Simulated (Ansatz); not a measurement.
A nudged elastic band was laid between two geometries of C$_{3}$H$_{6}$OS (11 atoms, charge 0, multiplicity 1).

Theory: RKS PBE/6-31G* (Ansatz).

```yaml
movable_images: 5
climbing_image: yes
spring: 5.0 eV/Å²
optimiser: quadratic models (default)
start_path: through a guess of the saddle point
force_threshold: 0.03 eV/Å
iteration_limit: 60
end_points: relaxed
```

Image 0:

```xyz
11
Properties=species:S:1:pos:R:3
C -0.347 0.835 0.900
C 0.186 -0.445 0.270
S 1.965 -0.354 -0.260
C -0.570 -0.880 -0.980
O -1.361 -0.165 -1.576
H 0.270 1.135 1.760
H -0.359 1.654 0.163
H -1.386 0.683 1.240
H 0.192 -1.287 0.988
H 1.782 0.672 -1.136
H -0.307 -1.907 -1.347
```

Image 6:

```xyz
11
Properties=species:S:1:pos:R:3
C -0.391 0.825 0.891
C 0.102 -0.473 0.265
S 1.939 -0.542 -0.004
C -0.502 -0.769 -1.102
O -1.124 0.050 -1.759
H -0.219 1.673 0.210
H -1.478 0.765 1.074
H 0.121 1.021 1.845
H -0.077 -1.343 0.925
H 1.985 0.536 -0.834
H -0.289 -1.800 -1.490
```

Question: Which bonds break or form, and what moves?

Answer: No bond is made or broken. The dihedral H6–C1–C2–S3 goes from -56 to 65°. The two ends are copies of one structure, up to a mirror image or an exchange of like atoms.

Question: Give the energies along the band, and the barrier.

Answer: It converged. The highest image is number 3 of 0 to 6, 2.6 kcal/mol above the ends, which have the same energy within 2 meV. A vibrational analysis at the climbing image gives one clearly imaginary mode, 204i cm⁻¹: a first-order saddle point.

```json
{"image": "0", "path coordinate (Å)": "0.00", "energy (kcal/mol)": "0.0", "dihedral H6–C1–C2–S3 (°)": "-56"}
{"image": "1", "path coordinate (Å)": "0.57", "energy (kcal/mol)": "0.7", "dihedral H6–C1–C2–S3 (°)": "-37"}
{"image": "2", "path coordinate (Å)": "1.14", "energy (kcal/mol)": "2.0", "dihedral H6–C1–C2–S3 (°)": "-16"}
{"image": "3", "path coordinate (Å)": "1.72", "energy (kcal/mol)": "2.6", "dihedral H6–C1–C2–S3 (°)": "5"}
{"image": "4", "path coordinate (Å)": "2.29", "energy (kcal/mol)": "1.9", "dihedral H6–C1–C2–S3 (°)": "26"}
{"image": "5", "path coordinate (Å)": "2.87", "energy (kcal/mol)": "0.6", "dihedral H6–C1–C2–S3 (°)": "46"}
{"image": "6", "path coordinate (Å)": "3.45", "energy (kcal/mol)": "0.0", "dihedral H6–C1–C2–S3 (°)": "65"}
```

Question: What is the geometry of the highest image?

Answer: 
```xyz
11
Properties=species:S:1:pos:R:3:forces:R:3
C -0.381 0.845 0.905 0.00 -0.01 0.00
C 0.137 -0.451 0.267 0.00 0.01 0.00
S 1.959 -0.503 -0.101 0.00 0.00 0.00
C -0.534 -0.807 -1.060 0.00 0.00 -0.01
O -1.278 -0.062 -1.678 0.00 0.00 0.00
H 0.405 1.611 0.978 0.00 0.00 0.00
H -1.198 1.249 0.284 0.00 0.00 0.00
H -0.763 0.662 1.922 0.00 0.00 0.00
H 0.020 -1.324 0.936 0.00 0.00 0.00
H 1.947 0.539 -0.977 0.00 0.00 0.00
H -0.249 -1.815 -1.456 0.00 0.00 0.00
```

Question: What are the harmonic wavenumbers there?

Answer: 204i, 90, 279, 293, 311, 358, 583, 689, 830, 859, 946, 1047, 1064, 1097, 1203, 1277, 1368, 1391, 1471, 1486, 1763, 2603, 2858, 2999, 3006, 3083, 3093 cm⁻¹.

The run took 2.7 min on 1 thread of Arm Neoverse V1 (shared host), peak memory 0.18 GiB.
